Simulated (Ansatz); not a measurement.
**Worked example: GeH$_{4}$⁺, quartet against GeH$_{4}$⁺, doublet**

Geometry (PBE0/def2-TZVP stationary point of a doublet), kept for both states:

```xyz
5

Ge    0.0000    0.0000    0.0000
H     0.5613    1.0339    1.0326
H    -0.5699   -1.0297    1.0321
H    -0.5592    1.0308   -1.0368
H     0.5678   -1.0351   -1.0279
```

Basis cc-pVTZ; Ansatz 0.2.0. Correlated methods freeze the noble-gas cores and the filled d shells of p-block atoms. R marks a restricted (for open shells ROHF) determinant, U an unrestricted one. No spin–orbit coupling is included, and no scalar relativity.

Full CI isn't at hand for all of this; UCCSDT(Q) serves as the reference, and is uncertain by about the last step of the cluster series.

```csv
level,"E(GeH4⁺, doublet) (hartree)","E(GeH4⁺, quartet) (hartree)"
UHF,-2077.304183,-2077.093912
UMP2,-2077.423182,-2077.186324
UCCSD(T),-2077.458800,-2077.215359
PBE,-2078.685426,-2078.442907
wB97M-V,-2078.865059,-2078.614459
UCCSDT(Q),-2077.460014,-2077.216552
```

**Question.** Give the vertical gap, GeH4⁺ quartet less GeH4⁺ doublet, at each level in eV (1 hartree = 27.2114 eV), and each error against UCCSDT(Q).

**Answer.** UCCSDT(Q): (-2077.216552 − (-2077.460014)) × 27.2114 = 6.625 eV (the reference)
wB97M-V: (-2078.614459 − (-2078.865059)) × 27.2114 = 6.819 eV, error 0.194 eV
PBE: (-2078.442907 − (-2078.685426)) × 27.2114 = 6.599 eV, error -0.026 eV
UCCSD(T): (-2077.215359 − (-2077.458800)) × 27.2114 = 6.624 eV, error -0.001 eV
UMP2: (-2077.186324 − (-2077.423182)) × 27.2114 = 6.445 eV, error -0.180 eV
UHF: (-2077.093912 − (-2077.304183)) × 27.2114 = 5.722 eV, error -0.903 eV

Total energies of functionals can't be set beside those of wave-function methods, since they hold the core's correlation and their own absolute errors; only the differences compare.

Each level lands on the state that its own search finds. T1 diagnostics of restricted CCSD: 0.024 and 0.040.
